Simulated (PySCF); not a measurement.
# UCCSDT/STO-3G run of AlNH3 (SMILES [NH2][AlH])

Aim: the energy change on altering one bond length of AlNH3 at UCCSDT/STO-3G, from 2 runs. The job is set up through a Python script.

Program for the calculation: PySCF 2.14.0.

11 further runs of the same task are left out: 11 set aside as unsound or not needed.

### Step 1. The molecule

The species is AlNH3 (5 atoms), meant as a doublet with charge 0. SMILES: `[NH2][AlH]`. The shape is that of a PBE0-D4/def2-TZVP optimisation. This is one conformer, not always the lowest.

Bond lengths: N1–Al2 1.774 Å, N1–H3 1.007 Å, N1–H4 1.009 Å, Al2–H5 1.604 Å. Angles: N1–Al2–H5 115.7°, Al2–N1–H3 125.4°, Al2–N1–H4 124.3°, H3–N1–H4 110.2°.

### Step 2. The energy at UCCSDT/STO-3G

File run.py:

```python
from pyscf import gto, scf, cc

mol = gto.M(
    atom='''
N     -0.116600    -0.660800     0.175100
Al     0.836600     0.833900     0.120800
H      0.148500    -1.505300     0.655500
H     -1.010300    -0.782800    -0.277400
H      0.191800     2.041400    -0.715400
''',
    spin=1,
    verbose=4,
    max_memory=1860,
    basis='sto-3g',
)

myscf = scf.UHF(mol)
myscf.conv_tol = 1e-10
myscf.kernel()
if not myscf.converged:
    myscf = myscf.newton().run(myscf.mo_coeff, myscf.mo_occ)

mycc = cc.CCSDT(myscf, frozen=6)
mycc.kernel()
e_final = mycc.e_tot
print('Final energy', e_final)
```

Launch:

```bash
$ OMP_NUM_THREADS=1 python run.py
```

The program printed:

```text
PySCF version 2.14.0

[INPUT] num. atoms = 5
[INPUT] num. electrons = 23
[INPUT] charge = 0
[INPUT] spin (= nelec alpha-beta = 2S) = 1
[INPUT] symmetry False subgroup None
[INPUT] Mole.unit = angstrom
[INPUT] Symbol           X                Y                Z      unit          X                Y                Z       unit  Magmom
[INPUT]  1 N     -0.116600000000  -0.660800000000   0.175100000000 AA   -0.220342066124  -1.248731023113   0.330891044411 Bohr   0.0
[INPUT]  2 Al     0.836600000000   0.833900000000   0.120800000000 AA    1.580944875811   1.575842615275   0.228278915847 Bohr   0.0
[INPUT]  3 H      0.148500000000  -1.505300000000   0.655500000000 AA    0.280624329498  -2.844604735308   1.238715474652 Bohr   0.0
[INPUT]  4 H     -1.010300000000  -0.782800000000  -0.277400000000 AA   -1.909190303648  -1.479277610310  -0.524210026954 Bohr   0.0
[INPUT]  5 H      0.191800000000   2.041400000000  -0.715400000000 AA    0.362449470692   3.857686910687  -1.351910069514 Bohr   0.0

nuclear repulsion = 46.2350920559399
number of shells = 11
number of NR pGTOs = 51
number of NR cGTOs = 17
basis = sto-3g
ecp = {}

[... 65 lines left out ...]
converged SCF energy = -294.443742023549  <S^2> = 0.75601591  2S+1 = 2.0060069
[... 17 lines left out ...]
WARN: A large `blksize_v_aaa` is being used, which may cause large memory consumption
[... 3 lines left out ...]
WARN: A large `blksize_v_aab` is being used, which may cause large memory consumption
[... 10 lines left out ...]
Init t2, MP2 energy = -0.0648821243503362
[... 17 lines left out ...]
UCCSDT converged
[... 3 lines left out ...]
Final energy -294.5333657123213
```

Wall time 1.4 s (1 thread of Arm Neoverse V1, shared host); peak memory 0.1 GiB.

### Step 3. The distorted shape, same level

File input.py:

```python
from pyscf import gto, scf, cc

system = gto.M(
    atom='''
N        0.062181      -0.636394       0.265621
Al       1.015381       0.858306       0.211321
H        0.327281      -1.480894       0.746021
H       -1.010300      -0.782800      -0.277400
H        0.370581       2.065806      -0.624879
''',
    max_memory=1860,
    verbose=3,
    basis='sto-3g',
    spin=1,
)

myscf = scf.UHF(system)
myscf.conv_tol = 1e-10
myscf.kernel()
if not myscf.converged:
    myscf = myscf.newton().run(myscf.mo_coeff, myscf.mo_occ)

mycc = cc.CCSDT(myscf, frozen=6)
mycc.kernel()
energy = mycc.e_tot
print('E = %.10f Eh' % energy)
```

Launch:

```bash
$ OMP_NUM_THREADS=1 python input.py
```

The program printed:

```text
converged SCF energy = -294.415624070838  <S^2> = 0.75719775  2S+1 = 2.0071848
_make_eris_incore_UCCSDT

WARN: A large `blksize_v_aaa` is being used, which may cause large memory consumption
      for storing contraction intermediates. If memory is sufficient, consider using
      `pyscf.cc.uccsdt_highm.UCCSDT` instead.

WARN: A large `blksize_v_aab` is being used, which may cause large memory consumption
      for storing contraction intermediates. If memory is sufficient, consider using
      `pyscf.cc.uccsdt_highm.UCCSDT` instead.

UCCSDT converged
E(UCCSDT) = -294.5170343245414   E_corr = -0.1014102537038745
E_corr(same-spin) = -0.00870867036086133
E_corr(oppo-spin) = -0.0927015833430132
E = -294.5170343245 Eh
```

Wall time 1.3 s (1 thread of Arm Neoverse V1, shared host); peak memory 0.1 GiB.

### Step 4. Outcome

Level: UCCSDT/STO-3G, 6 core orbitals frozen.

| quantity | value |
| --- | --- |
| first shape: total energy | -294.53337 Eh |
| first shape: dipole moment (Hartree–Fock density) | 1.67 D |
| first shape: HOMO energy (Hartree–Fock orbitals) (highest over α and β) | -4.63 eV |
| first shape: LUMO energy (Hartree–Fock orbitals) (lowest over α and β) | 7.86 eV |
| first shape: correlation energy (6 core orbitals frozen) | -89.6 mEh |
| first shape: ⟨S²⟩ of the reference determinant | 0.756 |
| first shape: T1 diagnostic | 0.018 |
| distorted shape: total energy | -294.51703 Eh |
| distorted shape: dipole moment (Hartree–Fock density) | 1.82 D |
| distorted shape: HOMO energy (Hartree–Fock orbitals) (highest over α and β) | -4.67 eV |
| distorted shape: LUMO energy (Hartree–Fock orbitals) (lowest over α and β) | 7.66 eV |
| distorted shape: correlation energy (6 core orbitals frozen) | -101.4 mEh |
| distorted shape: ⟨S²⟩ of the reference determinant | 0.757 |
| distorted shape: T1 diagnostic | 0.020 |
| energy change with the N1–H4 bond stretched from 1.009 to 1.211 Å | 0.444 eV |

What this shows: With the N1–H4 bond stretched from 1.009 to 1.211 Å the energy rises by 0.44 eV (10.2 kcal/mol). The first shape isn't relaxed at this level, so the change isn't measured from a minimum. The minimal basis adds a large error of its own. Mulliken charges (first shape) of the mean-field density run from -0.66 on N1 to +0.74 on Al2. Mulliken charges (distorted shape) of the mean-field density run from -0.61 on N1 to +0.74 on Al2; they depend strongly on the basis.
